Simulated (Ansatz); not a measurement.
Two shapes of singlet CHO₂(-).

Shape 1:

```xyz
4

C     0.0000    0.0000   -0.3053
O     0.0000    1.1320    0.2066
O     0.0000   -1.1320    0.2066
H     0.0000    0.0000   -1.4730
```

Shape 2:

```xyz
4

C     0.0000    0.0000   -0.2809
O     0.0000    1.0414    0.1900
O     0.0000   -1.0414    0.1900
H     0.0000    0.0000   -1.3552
```

Basis set: def2-TZVP (spherical functions). Correlated methods keep 3 orbitals frozen. Charge -1, multiplicity 1.

Computed with Ansatz (development build ahead of 0.2.0); each method stands on the lowest determinant of its kind that the runs found.

**Question.** Which shape is lower in energy, and by how much in each method?

**Answer.**

```tsv
method	E(2) − E(1) (eV)
RHF	0.761
RHF-MP2	1.208
```

Shape 1 is lower. Caution: no diffuse functions for an anion; no unrestricted run beside it, a lower state can exist.
